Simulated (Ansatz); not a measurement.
# C5H5N: the cost of one run

Computed with Ansatz 0.2.0 (the levels named in each step, unless a step's input says otherwise).

## 1. The structure to begin with

Bond lengths: C1–C2 1.328 Å, C2–C3 1.458 Å, C3–C4 1.339 Å, C3–C5 1.421 Å, C5–N6 1.146 Å, C1–H7 1.076 Å, C1–H8 1.078 Å, C2–H9 1.082 Å, C4–H10 1.077 Å, C4–H11 1.077 Å. Angles: C1–C2–C3 124.1°, C1–C2–H9 121.0°, C3–C2–H9 115.0°, C2–C1–H7 121.6°, C2–C1–H8 121.8°, H7–C1–H8 116.6°, C2–C3–C4 123.4°, C2–C3–C5 117.6°, C4–C3–C5 118.9°, C3–C4–H10 121.7°, C3–C4–H11 121.2°, H10–C4–H11 117.1°, C3–C5–N6 179.5°.

Structure file:

```xyz
11

C     1.9891   -0.4832    0.3432
C     1.2389    0.6014    0.1911
C    -0.1994    0.5732   -0.0471
C    -0.9449    1.6759   -0.1950
C    -0.8301   -0.6976   -0.1226
N    -1.3472   -1.7182   -0.1843
H     3.0490   -0.4153    0.5170
H     1.5694   -1.4751    0.2999
H     1.6749    1.5910    0.2372
H    -2.0058    1.6225   -0.3708
H    -0.5047    2.6575   -0.1430
```

## 2. A rough first relaxation, PBE-D4/def2-SVP

This run stands in another session on the same molecule. It ended at:

```xyz
11

C     2.0121   -0.4956    0.3464
C     1.2339    0.5959    0.1919
C    -0.2161    0.5730   -0.0488
C    -0.9599    1.7032   -0.1994
C    -0.8620   -0.7139   -0.1257
N    -1.3583   -1.7758   -0.1831
H     3.0933   -0.3993    0.5233
H     1.5915   -1.5131    0.3002
H     1.6776    1.6048    0.2425
H    -2.0433    1.6609   -0.3785
H    -0.4794    2.6919   -0.1432
```

## 3. Relaxation, HF/STO-3G

input.yaml

```yaml
crystal:
  periodic: [false, false, false]
  atoms:
    - { symbol: C, position_ang: [2.01205899, -0.49560869, 0.34638012] }
    - { symbol: C, position_ang: [1.23386647, 0.59585279, 0.1919408] }
    - { symbol: C, position_ang: [-0.21612035, 0.57304243, -0.04884596] }
    - { symbol: C, position_ang: [-0.95990668, 1.70323495, -0.19941681] }
    - { symbol: C, position_ang: [-0.86196747, -0.71388995, -0.12572172] }
    - { symbol: "N", position_ang: [-1.3582889, -1.77575282, -0.1830727] }
    - { symbol: H, position_ang: [3.09332236, -0.39930878, 0.52332742] }
    - { symbol: H, position_ang: [1.59145025, -1.51310984, 0.30021156] }
    - { symbol: H, position_ang: [1.67758357, 1.60475786, 0.24246914] }
    - { symbol: H, position_ang: [-2.04327976, 1.66094093, -0.37849198] }
    - { symbol: H, position_ang: [-0.4794285, 2.69188111, -0.14316987] }
basis:
  gaussian: { orbitals: STO-3G }
hamiltonian:
  xc: hf
relax:
  f_tol: 0.002
  max_steps: 150
```

Started as:

```sh
$ ansatz run input.yaml --threads 4 --pin off --max-ram 10240MiB --backend cpu --events-out ev --progress --plain --runs-dir out
```

**Question.** How long does this run take on 4 threads of Arm Neoverse V1, shared host, and how much memory does it need?

About 2.5 s, with a peak of 0.092 GiB.
